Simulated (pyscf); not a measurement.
H₂C=CH–C≡N + H₂ → H₃C–CH₂–C≡N, an addition across a multiple bond or ene-type step (singlet surface; H–H broken, C–H, C–H formed). Structures and frequencies: ωB97X-D3(BJ)/def2-SVP in PySCF. Energies in eV from the separated reactants.

Small-basis levels: PySCF, no dispersion term, spherical d functions. AM1 to PM7: differences of heats of formation from MOPAC, which are fitted to 298 K values and so differ in kind from electronic energies by zero-point and thermal terms. GFN2-xTB: tblite. Cost: rough CPU time at the saddle relative to B3LYP/6-31G*, from one job on a shared machine.

```csv
level,barrier,reaction energy,cost
HF/STO-3G,6.07,-2.97,0.03
HF/3-21G,5.02,-1.87,0.05
HF/6-31G*,4.95,-1.87,0.07
BP86/6-31G*,3.51,-1.66,1
PBE/6-31G*,3.45,-1.75,1
B3LYP/LANL2DZ,3.89,-1.71,0.7
M06-2X/6-31G*,3.93,-1.86,3
B3LYP/6-311+G**,3.82,-1.59,2
B3LYP/def2-SVP,3.71,-1.68,1
GFN2-xTB,3.36,-2.12,under 0.02
AM1,4.14,-1.23,under 0.02
PM7,4.71,+0.08,under 0.02
ωB97M-D3(BJ)/def2-TZVP,3.77,-1.74,–
```

Against the last row the barrier runs from -0.40 (GFN2-xTB) to +2.30 eV (HF/STO-3G). ωB97M-D3(BJ)/def2-TZVP has limits of its own. From the product side, CH₃• + •H₂C–C≡N lies, by one bond made or cut, 1.58 eV under this saddle at ωB97M-D3(BJ)/def2-TZVP. The same reactants have a lower exit, to H₃C–CH=C=NH (barrier +2.42 eV at ωB97M-D3(BJ)/def2-TZVP, against +3.77 eV here). This is the saddle that the search found; another between the same sides may lie lower.
